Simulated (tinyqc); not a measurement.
Worked calculation (part 2 of 2): UKS/BP86 in the sto-6g basis, for CH2, spin multiplicity 3. Computed by tinyqc, a small Python program that keeps every step (integrals from PySCF). Command: `OMP_NUM_THREADS=1 python tinyqc.py 20624 20625 out.jsonl` (the two numbers bound the seeds that draw the settings). One thread of a shared host (Intel(R) Xeon(R) Processor @ 2.60GHz), about 5 s of CPU time with the checks.

Geometry (angstrom):
```
atom         x          y         z
C     0.000000   0.000000  0.000000
H     0.000000   1.302000  0.702000
H     0.000000  -1.302000  0.702000
```

## Iteration 1: diagonalisation and new density

F(alpha) (hartree), order 1C 1s, 1C 2s, 1C 2px, 1C 2py, 1C 2pz, 2H 1s, 3H 1s:
```
[[-9.316345, -2.455964, 0.000000, 0.000000, 0.006819, -0.268246, -0.268246],
 [-2.455964, -0.826417, 0.000000, 0.000000, 0.003921, -0.235824, -0.235824],
 [0.000000, 0.000000, 0.167744, 0.000000, 0.000000, 0.000000, 0.000000],
 [0.000000, 0.000000, 0.000000, 0.154950, 0.000000, -0.136641, 0.136641],
 [0.006819, 0.003921, 0.000000, 0.000000, 0.159312, -0.074175, -0.074175],
 [-0.268246, -0.235824, 0.000000, -0.136641, -0.074175, -0.224860, -0.038604],
 [-0.268246, -0.235824, 0.000000, 0.136641, -0.074175, -0.038604, -0.224860]]
```

F(beta) (hartree), order 1C 1s, 1C 2s, 1C 2px, 1C 2py, 1C 2pz, 2H 1s, 3H 1s:
```
[[-9.287847, -2.434254, 0.000000, 0.000000, -0.001279, -0.266384, -0.266384],
 [-2.434254, -0.706096, 0.000000, 0.000000, -0.065575, -0.223494, -0.223494],
 [0.000000, 0.000000, 0.330569, 0.000000, 0.000000, 0.000000, 0.000000],
 [0.000000, 0.000000, 0.000000, 0.202651, 0.000000, -0.133049, 0.133049],
 [-0.001279, -0.065575, 0.000000, 0.000000, 0.309665, -0.076215, -0.076215],
 [-0.266384, -0.223494, 0.000000, -0.133049, -0.076215, -0.222985, -0.037285],
 [-0.266384, -0.223494, 0.000000, 0.133049, -0.076215, -0.037285, -0.222985]]
```

X, order 1C 1s, 1C 2s, 1C 2px, 1C 2py, 1C 2pz, 2H 1s, 3H 1s:
```
[[1.024472, -0.135788, 0.000000, 0.000000, -0.004710, 0.016930, 0.016930],
 [-0.135788, 1.102675, 0.000000, 0.000000, 0.039760, -0.170108, -0.170108],
 [0.000000, 0.000000, 1.000000, 0.000000, 0.000000, 0.000000, 0.000000],
 [0.000000, 0.000000, 0.000000, 1.070448, 0.000000, -0.163073, 0.163073],
 [-0.004710, 0.039760, 0.000000, 0.000000, 1.019892, -0.085467, -0.085467],
 [0.016930, -0.170108, 0.000000, -0.163073, -0.085467, 1.083804, -0.011933],
 [0.016930, -0.170108, 0.000000, 0.163073, -0.085467, -0.011933, 1.083804]]
```

Diagonalise F' = X^T F X, C = X C', fill 5 alpha and 3 beta electrons from the bottom; D(s) = C_occ C_occ^T. Each column has its largest component positive (the first on a tie).

F' = X^T F X (alpha) (hartree):
```
[[-9.126456, -1.323404, 0.000000, 0.000000, -0.007010, -0.010736, -0.010736],
 [-1.323404, -0.301715, 0.000000, 0.000000, 0.053319, -0.136066, -0.136066],
 [0.000000, 0.000000, 0.167744, 0.000000, 0.000000, 0.000000, 0.000000],
 [0.000000, 0.000000, 0.000000, 0.263054, 0.000000, -0.161305, 0.161305],
 [-0.007010, 0.053319, 0.000000, 0.000000, 0.190159, -0.084561, -0.084561],
 [-0.010736, -0.136066, 0.000000, -0.161305, -0.084561, -0.131537, -0.013816],
 [-0.010736, -0.136066, 0.000000, 0.161305, -0.084561, -0.013816, -0.131537]]
```

orbital energies (alpha) (hartree): [-9.320848, -0.321293, -0.224463, -0.007157, 0.167744, 0.265935, 0.369796]

coefficients C (alpha), order 1C 1s, 1C 2s, 1C 2px, 1C 2py, 1C 2pz, 2H 1s, 3H 1s:
```
[[0.993978, -0.167373, 0.000000, -0.204601, 0.000000, -0.103484, 0.000000],
 [0.024717, 0.533476, 0.000000, 0.876661, 0.000000, 0.489940, 0.000000],
 [0.000000, 0.000000, 0.000000, 0.000000, 1.000000, 0.000000, 0.000000],
 [0.000000, 0.000000, 0.244792, 0.000000, 0.000000, 0.000000, 1.067296],
 [0.000523, 0.046256, 0.000000, -0.421299, 0.000000, 0.936354, 0.000000],
 [-0.004410, 0.456881, 0.632662, -0.465816, 0.000000, -0.430392, -0.476079],
 [-0.004410, 0.456881, -0.632662, -0.465816, 0.000000, -0.430392, 0.476079]]
```

F' = X^T F X (beta) (hartree):
```
[[-9.100357, -1.319737, 0.000000, 0.000000, -0.006551, -0.011134, -0.011134],
 [-1.319737, -0.176002, 0.000000, 0.000000, -0.014293, -0.137108, -0.137108],
 [0.000000, 0.000000, 0.330569, 0.000000, 0.000000, 0.000000, 0.000000],
 [0.000000, 0.000000, 0.000000, 0.315234, 0.000000, -0.165327, 0.165327],
 [-0.006551, -0.014293, 0.000000, 0.000000, 0.341771, -0.087984, -0.087984],
 [-0.011134, -0.137108, 0.000000, -0.165327, -0.087984, -0.130973, -0.013889],
 [-0.011134, -0.137108, 0.000000, 0.165327, -0.087984, -0.013889, -0.130973]]
```

orbital energies (beta) (hartree): [-9.291644, -0.290276, -0.219344, 0.127362, 0.330569, 0.375107, 0.417494]

coefficients C (beta), order 1C 1s, 1C 2s, 1C 2px, 1C 2py, 1C 2pz, 2H 1s, 3H 1s:
```
[[0.994514, -0.132631, 0.000000, -0.245557, 0.000000, -0.040358, 0.000000],
 [0.022614, 0.389514, 0.000000, 1.045498, 0.000000, 0.220194, 0.000000],
 [0.000000, 0.000000, 0.000000, 0.000000, 1.000000, 0.000000, 0.000000],
 [0.000000, 0.000000, 0.217652, 0.000000, 0.000000, 0.000000, 1.073159],
 [0.001431, 0.098700, 0.000000, -0.141068, 0.000000, 1.013286, 0.000000],
 [-0.004112, 0.526781, 0.644529, -0.491627, 0.000000, -0.302936, -0.459885],
 [-0.004112, 0.526781, -0.644529, -0.491627, 0.000000, -0.302936, 0.459885]]
```

D(alpha) after iteration 1, order 1C 1s, 1C 2s, 1C 2px, 1C 2py, 1C 2pz, 2H 1s, 3H 1s:
```
[[1.057867, -0.244087, 0.000000, 0.000000, 0.078976, 0.014453, 0.014453],
 [-0.244087, 1.053742, 0.000000, 0.000000, -0.344647, -0.164737, -0.164737],
 [0.000000, 0.000000, 1.000000, 0.000000, 0.000000, 0.000000, 0.000000],
 [0.000000, 0.000000, 0.000000, 0.059923, 0.000000, 0.154871, -0.154871],
 [0.078976, -0.344647, 0.000000, 0.000000, 0.179633, 0.217379, 0.217379],
 [0.014453, -0.164737, 0.000000, 0.154871, 0.217379, 0.826005, 0.025483],
 [0.014453, -0.164737, 0.000000, -0.154871, 0.217379, 0.025483, 0.826005]]
```

D(beta) after iteration 1, order 1C 1s, 1C 2s, 1C 2px, 1C 2py, 1C 2pz, 2H 1s, 3H 1s:
```
[[1.006648, -0.029171, 0.000000, 0.000000, -0.011668, -0.073957, -0.073957],
 [-0.029171, 0.152233, 0.000000, 0.000000, 0.038477, 0.205096, 0.205096],
 [0.000000, 0.000000, 0.000000, 0.000000, 0.000000, 0.000000, 0.000000],
 [0.000000, 0.000000, 0.000000, 0.047373, 0.000000, 0.140283, -0.140283],
 [-0.011668, 0.038477, 0.000000, 0.000000, 0.009744, 0.051987, 0.051987],
 [-0.073957, 0.205096, 0.000000, 0.140283, 0.051987, 0.692933, -0.137903],
 [-0.073957, 0.205096, 0.000000, -0.140283, 0.051987, -0.137903, 0.692933]]
```

## Iteration 2: exchange-correlation on the grid

Becke grid with 20 radial and 50 angular points per atom, points of zero weight dropped. rho = sum D_ij phi_i phi_j; V_xc,ij = sum w v_xc phi_i phi_j plus the gradient terms; v_xc is d(rho eps)/d rho(s) for spin s at fixed gradient.

The 16 grid points with the largest w rho, of 2994 (bohr, atomic units):
```
x                  y          z         w  rho(alpha)  rho(beta)     eps_xc  v_xc(alpha)
0.903198    0.000000  -0.903198  0.172896    0.114151   0.003566  -0.486929    -0.620010
-0.903198   0.000000  -0.903198  0.172896    0.114151   0.003566  -0.486929    -0.620010
1.155375    0.385125  -0.385125  0.154472    0.123690   0.006614  -0.496713    -0.637961
-1.155375  -0.385125  -0.385125  0.154472    0.123690   0.006614  -0.496713    -0.637961
1.155375   -0.385125  -0.385125  0.154472    0.123690   0.006614  -0.496713    -0.637961
-1.155375   0.385125  -0.385125  0.154472    0.123690   0.006614  -0.496713    -0.637961
1.196098    0.000000  -1.196098  0.370886    0.048345   0.001558  -0.382456    -0.457783
-1.196098   0.000000  -1.196098  0.370886    0.048345   0.001558  -0.382456    -0.457783
1.530054    0.510018  -0.510018  0.331067    0.052344   0.003095  -0.389453    -0.472131
-1.530054  -0.510018  -0.510018  0.331067    0.052344   0.003095  -0.389453    -0.472131
-1.530054   0.510018  -0.510018  0.331067    0.052344   0.003095  -0.389453    -0.472131
1.530054   -0.510018  -0.510018  0.331067    0.052344   0.003095  -0.389453    -0.472131
-1.155375  -0.385125   0.385125  0.154189    0.103740   0.011793  -0.467513    -0.603510
1.155375    0.385125   0.385125  0.154189    0.103740   0.011793  -0.467513    -0.603510
1.155375   -0.385125   0.385125  0.154189    0.103740   0.011793  -0.467513    -0.603510
-1.155375   0.385125   0.385125  0.154189    0.103740   0.011793  -0.467513    -0.603510
```

electrons on the grid, sum of w rho = 7.999835

E_xc = sum of w rho eps_xc = -6.04063478 hartree

V_xc(alpha) (hartree), order 1C 1s, 1C 2s, 1C 2px, 1C 2py, 1C 2pz, 2H 1s, 3H 1s:
```
[[-2.307067, -0.282472, 0.000000, 0.000000, 0.006332, -0.033491, -0.033491],
 [-0.282472, -0.540075, 0.000000, 0.000000, 0.030245, -0.137107, -0.137107],
 [0.000000, 0.000000, -0.582027, 0.000000, 0.000000, 0.000000, 0.000000],
 [0.000000, 0.000000, 0.000000, -0.525785, 0.000000, -0.130806, 0.130806],
 [0.006332, 0.030245, 0.000000, 0.000000, -0.512355, -0.066569, -0.066569],
 [-0.033491, -0.137107, 0.000000, -0.130806, -0.066569, -0.511946, -0.017325],
 [-0.033491, -0.137107, 0.000000, 0.130806, -0.066569, -0.017325, -0.511946]]
```

V_xc(beta) (hartree), order 1C 1s, 1C 2s, 1C 2px, 1C 2py, 1C 2pz, 2H 1s, 3H 1s:
```
[[-2.274534, -0.263023, 0.000000, 0.000000, -0.001598, -0.031745, -0.031745],
 [-0.263023, -0.401628, 0.000000, 0.000000, -0.040035, -0.121941, -0.121941],
 [0.000000, 0.000000, -0.377268, 0.000000, 0.000000, 0.000000, 0.000000],
 [0.000000, 0.000000, 0.000000, -0.442284, 0.000000, -0.124340, 0.124340],
 [-0.001598, -0.040035, 0.000000, 0.000000, -0.385335, -0.069661, -0.069661],
 [-0.031745, -0.121941, 0.000000, -0.124340, -0.069661, -0.498538, -0.015854],
 [-0.031745, -0.121941, 0.000000, 0.124340, -0.069661, -0.015854, -0.498538]]
```

## Iteration 2: building the Kohn-Sham matrix

core Hamiltonian H = T + V (hartree), order 1C 1s, 1C 2s, 1C 2px, 1C 2py, 1C 2pz, 2H 1s, 3H 1s:
```
[[-18.654816, -4.285241, 0.000000, 0.000000, -0.009213, -0.470287, -0.470287],
 [-4.285241, -5.380026, 0.000000, 0.000000, -0.099195, -1.309791, -1.309791],
 [0.000000, 0.000000, -4.350041, 0.000000, 0.000000, 0.000000, 0.000000],
 [0.000000, 0.000000, 0.000000, -4.449808, 0.000000, -1.083916, 1.083916],
 [-0.009213, -0.099195, 0.000000, 0.000000, -4.379044, -0.597631, -0.597631],
 [-0.470287, -1.309791, 0.000000, -1.083916, -0.597631, -2.811377, -0.182328],
 [-0.470287, -1.309791, 0.000000, 1.083916, -0.597631, -0.182328, -2.811377]]
```

nuclear repulsion = 4.49618777 hartree

Given earlier and not repeated: Two-electron integrals (ij|kl) in chemists' order.

J_ij = sum D_kl (ij|kl) with D = D(alpha) + D(beta); F = H + J + V_xc; E = tr D H + tr D J / 2 + E_xc + E_nn.

Coulomb J (hartree), order 1C 1s, 1C 2s, 1C 2px, 1C 2py, 1C 2pz, 2H 1s, 3H 1s:
```
[[10.507204, 1.865589, 0.000000, 0.000000, 0.003709, 0.208704, 0.208704],
 [1.865589, 4.518012, 0.000000, 0.000000, 0.098781, 1.133934, 1.133934],
 [0.000000, 0.000000, 4.498394, 0.000000, 0.000000, 0.000000, 0.000000],
 [0.000000, 0.000000, 0.000000, 4.573277, 0.000000, 1.035486, -1.035486],
 [0.003709, 0.098781, 0.000000, 0.000000, 4.482364, 0.571589, 0.571589],
 [0.208704, 1.133934, 0.000000, 1.035486, 0.571589, 3.240039, 0.153130],
 [0.208704, 1.133934, 0.000000, -1.035486, 0.571589, 0.153130, 3.240039]]
```

F(alpha) (hartree), order 1C 1s, 1C 2s, 1C 2px, 1C 2py, 1C 2pz, 2H 1s, 3H 1s:
```
[[-10.454679, -2.702124, 0.000000, 0.000000, 0.000828, -0.295074, -0.295074],
 [-2.702124, -1.402089, 0.000000, 0.000000, 0.029831, -0.312964, -0.312964],
 [0.000000, 0.000000, -0.433674, 0.000000, 0.000000, 0.000000, 0.000000],
 [0.000000, 0.000000, 0.000000, -0.402316, 0.000000, -0.179237, 0.179237],
 [0.000828, 0.029831, 0.000000, 0.000000, -0.409035, -0.092611, -0.092611],
 [-0.295074, -0.312964, 0.000000, -0.179237, -0.092611, -0.083283, -0.046523],
 [-0.295074, -0.312964, 0.000000, 0.179237, -0.092611, -0.046523, -0.083283]]
```

F(beta) (hartree), order 1C 1s, 1C 2s, 1C 2px, 1C 2py, 1C 2pz, 2H 1s, 3H 1s:
```
[[-10.422146, -2.682675, 0.000000, 0.000000, -0.007102, -0.293328, -0.293328],
 [-2.682675, -1.263643, 0.000000, 0.000000, -0.040449, -0.297798, -0.297798],
 [0.000000, 0.000000, -0.228914, 0.000000, 0.000000, 0.000000, 0.000000],
 [0.000000, 0.000000, 0.000000, -0.318815, 0.000000, -0.172770, 0.172770],
 [-0.007102, -0.040449, 0.000000, 0.000000, -0.282015, -0.095703, -0.095703],
 [-0.293328, -0.297798, 0.000000, -0.172770, -0.095703, -0.069876, -0.045052],
 [-0.293328, -0.297798, 0.000000, 0.172770, -0.095703, -0.045052, -0.069876]]
```

total energy of this density = -38.48412167 hartree

## Iteration 2: diagonalisation and new density

As before.

F' = X^T F X (alpha) (hartree):
```
[[-10.264303, -1.359679, 0.000000, 0.000000, -0.013946, -0.014926, -0.014926],
 [-1.359679, -0.883873, 0.000000, 0.000000, 0.062249, -0.153780, -0.153780],
 [0.000000, 0.000000, -0.433674, 0.000000, 0.000000, 0.000000, 0.000000],
 [0.000000, 0.000000, 0.000000, -0.337801, 0.000000, -0.142967, 0.142967],
 [-0.013946, 0.062249, 0.000000, 0.000000, -0.390322, -0.074073, -0.074073],
 [-0.014926, -0.153780, 0.000000, -0.142967, -0.074073, 0.046979, -0.015596],
 [-0.014926, -0.153780, 0.000000, 0.142967, -0.074073, -0.015596, 0.046979]]
```

orbital energies (alpha) (hartree): [-10.457667, -0.751881, -0.433674, -0.422138, -0.414409, 0.116842, 0.146912]

coefficients C (alpha), order 1C 1s, 1C 2s, 1C 2px, 1C 2py, 1C 2pz, 2H 1s, 3H 1s:
```
[[0.995273, -0.263267, 0.000000, 0.000000, -0.010267, 0.092691, 0.000000],
 [0.019566, 1.006983, 0.000000, 0.000000, 0.018889, -0.528232, 0.000000],
 [0.000000, 0.000000, 1.000000, 0.000000, 0.000000, 0.000000, 0.000000],
 [0.000000, 0.000000, 0.000000, 0.899161, 0.000000, 0.000000, -0.624943],
 [0.000901, -0.090992, 0.000000, 0.000000, 0.960212, -0.355114, 0.000000],
 [-0.003497, 0.031820, 0.000000, 0.147777, 0.096337, 0.775033, 0.777865],
 [-0.003497, 0.031820, 0.000000, -0.147777, 0.096337, 0.775033, -0.777865]]
```

F' = X^T F X (beta) (hartree):
```
[[-10.233037, -1.361657, 0.000000, 0.000000, -0.013282, -0.014806, -0.014806],
 [-1.361657, -0.736910, 0.000000, 0.000000, -0.006259, -0.156838, -0.156838],
 [0.000000, 0.000000, -0.228914, 0.000000, 0.000000, 0.000000, 0.000000],
 [0.000000, 0.000000, 0.000000, -0.246001, 0.000000, -0.151747, 0.151747],
 [-0.013282, -0.006259, 0.000000, 0.000000, -0.262517, -0.077478, -0.077478],
 [-0.014806, -0.156838, 0.000000, -0.151747, -0.077478, 0.060511, -0.016214],
 [-0.014806, -0.156838, 0.000000, 0.151747, -0.077478, -0.016214, 0.060511]]
```

orbital energies (beta) (hartree): [-10.424704, -0.620817, -0.353139, -0.284457, -0.228914, 0.141809, 0.183862]

coefficients C (beta), order 1C 1s, 1C 2s, 1C 2px, 1C 2py, 1C 2pz, 2H 1s, 3H 1s:
```
[[0.995667, -0.254918, 0.000000, 0.048431, 0.000000, 0.099468, 0.000000],
 [0.018003, 0.970017, 0.000000, -0.212465, 0.000000, -0.554424, 0.000000],
 [0.000000, 0.000000, 0.000000, 0.000000, 1.000000, 0.000000, 0.000000],
 [0.000000, 0.000000, 0.854720, 0.000000, 0.000000, 0.000000, -0.684469],
 [0.001738, 0.111091, 0.000000, 0.950266, 0.000000, -0.375556, 0.000000],
 [-0.003304, 0.075813, 0.200177, 0.100682, 0.000000, 0.771418, 0.766056],
 [-0.003304, 0.075813, -0.200177, 0.100682, 0.000000, 0.771418, -0.766056]]
```

D(alpha) after iteration 2, order 1C 1s, 1C 2s, 1C 2px, 1C 2py, 1C 2pz, 2H 1s, 3H 1s:
```
[[1.059984, -0.245825, 0.000000, 0.000000, 0.014994, -0.012847, -0.012847],
 [-0.245825, 1.014755, 0.000000, 0.000000, -0.073472, 0.033794, 0.033794],
 [0.000000, 0.000000, 1.000000, 0.000000, 0.000000, 0.000000, 0.000000],
 [0.000000, 0.000000, 0.000000, 0.808490, 0.000000, 0.132875, -0.132875],
 [0.014994, -0.073472, 0.000000, 0.000000, 0.930287, 0.089605, 0.089605],
 [-0.012847, 0.033794, 0.000000, 0.132875, 0.089605, 0.032143, -0.011532],
 [-0.012847, 0.033794, 0.000000, -0.132875, 0.089605, -0.011532, 0.032143]]
```

D(beta) after iteration 2, order 1C 1s, 1C 2s, 1C 2px, 1C 2py, 1C 2pz, 2H 1s, 3H 1s:
```
[[1.056336, -0.229350, 0.000000, 0.000000, -0.026588, -0.022616, -0.022616],
 [-0.229350, 0.941257, 0.000000, 0.000000, 0.107791, 0.073480, 0.073480],
 [0.000000, 0.000000, 0.000000, 0.000000, 0.000000, 0.000000, 0.000000],
 [0.000000, 0.000000, 0.000000, 0.730546, 0.000000, 0.171095, -0.171095],
 [-0.026588, 0.107791, 0.000000, 0.000000, 0.012344, 0.008416, 0.008416],
 [-0.022616, 0.073480, 0.000000, 0.171095, 0.008416, 0.045829, -0.034312],
 [-0.022616, 0.073480, 0.000000, -0.171095, 0.008416, -0.034312, 0.045829]]
```

## Convergence

Stop when the energy changes by less than 1e-09 hartree and every element of the error matrix X^T (F D S - S D F) X (for each spin) is below 9e-06.

Course of the cycle:
```
iteration   E (hartree)     change  largest element of the error matrix
1          -38.56014256          -                             2.20e-01
2          -38.48412167   7.60e-02                             2.36e-01
3          -38.32529469   1.59e-01                             2.69e-01
4          -38.23468809   9.06e-02                             2.63e-01
5          -38.16985756   6.48e-02                             2.83e-01
6          -38.15320688   1.67e-02                             2.65e-01
7          -38.11826513   3.49e-02                             2.86e-01
8          -38.11088339   7.38e-03                             2.65e-01
9          -38.08752812   2.34e-02                             2.87e-01
10         -38.08144184   6.09e-03                             2.65e-01
11         -38.06687917   1.46e-02                             2.88e-01
12         -38.06236926   4.51e-03                             2.65e-01
13         -38.05424118   8.13e-03                             2.89e-01
14         -38.05127281   2.97e-03                             2.65e-01
...                 ...        ...                                  ...
61         -38.03984925  -5.93e-04                             2.89e-01
62         -38.03925591   5.93e-04                             2.64e-01
63         -38.03984925  -5.93e-04                             2.89e-01
64         -38.03925591   5.93e-04                             2.64e-01
65         -38.03984925  -5.93e-04                             2.89e-01
66         -38.03925591   5.93e-04                             2.64e-01
67         -38.03984925  -5.93e-04                             2.89e-01
68         -38.03925591   5.93e-04                             2.64e-01
69         -38.03984925  -5.93e-04                             2.89e-01
70         -38.03925591   5.93e-04                             2.64e-01
71         -38.03984925  -5.93e-04                             2.89e-01
72         -38.03925591   5.93e-04                             2.64e-01
73         -38.03984925  -5.93e-04                             2.89e-01
74         -38.03925591   5.93e-04                             2.64e-01
```

PySCF UKS in the same basis, fine grid, after a stability check = -38.92384115 hartree

Not converged within the cap of 74 iterations: the residual has stopped falling: the iteration swings between two states. Reruns (cap 100 unless said): DIIS 8: converged in 9; damping 0.5: converged in 30; level shift 0.5: converged in 28; atomic densities as start, DIIS 8: converged in 9; the original settings with a cap of 400: not converged.
